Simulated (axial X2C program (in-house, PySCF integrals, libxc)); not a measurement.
**SH⁺: cheaper levels and CCSD(T), with spin–orbit coupling**

All values were computed with an in-house all-electron X2C program for linear molecules (integrals from PySCF). Two-component (2c) means X2C with spin–orbit coupling and atomic mean-field two-electron Coulomb and Gaunt terms. Basis: S dyall-av3z [9s8p3d2f], H dyall-v3z [6s2p1d] (cores contracted in-house); Gaussian nuclei, density fitting, unrestricted open shells. Masses: S 31.972 u, H 1.008 u.

State: Ω = 1 (⟨Sz⟩ = 1.00, ⟨Lz⟩ = 0.00 at HF); fragments S+ + H.

| level | Re (Å) | ωe (cm⁻¹) | De (eV) |
| --- | --- | --- | --- |
| PBE0 | 1.372 | 2544.3 | 3.77 |
| HF | 1.351 | 2709.3 | 2.65 |
| MP2 | 1.362 | 2608.5 | 3.36 |
| CCSD | 1.367 | 2560.8 | 3.53 |
| r2SCAN0 | 1.364 | 2591.8 | 3.77 |

Correlated methods: 6 electrons correlated (number of frozen shells: S 2 s, 1 p; H none), 130 virtual spin orbitals or spinors in MP2, 68 natural virtuals in coupled cluster.

CCSD(T), same Hamiltonian and basis:

Re = 1.370 Å, ωe = 2539.4 cm⁻¹, De = 3.56 eV; T1 = 0.014 (Lee–Taylor normalisation).

(1) Give the differences from CCSD(T) in the columns below.

The state is a single determinant with fixed occupations, the lowest that a limited PBE0 search found. Dissociation energies refer to the lowest single-determinant-based atoms at the same level and basis. Density functionals use the spin component along the axis (collinear). Coupled cluster ran in a truncated set of natural virtual spinors; the MP2 energy of the rest was added. (T) has no such correction and the atoms are truncated less, which lowers De at CCSD(T) by a hundredth of an eV or more. With several unpaired electrons one determinant need not be a pure state. Open-shell Ω = 0 determinants with evenly filled partner blocks cannot be reached by this program, so the Ω shown need not be the lowest component. This is the Ω = 1 component of a π² triplet; the 0⁺ component is not one determinant and can lie lowest.

Results:

(1) 

| level | ΔRe (Å) | Δωe (cm⁻¹) | ΔDe (eV) |
| --- | --- | --- | --- |
| PBE0 | 0.002 | 5 | 0.21 |
| HF | -0.019 | 170 | -0.91 |
| MP2 | -0.008 | 69 | -0.20 |
| CCSD | -0.003 | 21 | -0.03 |
| r2SCAN0 | -0.006 | 52 | 0.21 |
